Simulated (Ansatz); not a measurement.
Results of r²SCAN in Ansatz (plane waves, PAW) for rock-salt TiC.

Settings: plane-wave cutoff 600 eV, 16×16×16 k mesh, Fermi–Dirac smearing 0.1 eV, finite displacements, no spin polarisation, scalar-relativistic PAW data made under PBE.

Computed at the level's own relaxed cell.

Problem. Predict the TO(Γ) frequency.

Solution. 
TO(Γ) frequency: 510 cm⁻¹

Ansatz is a quantum-chemistry and plane-wave program.
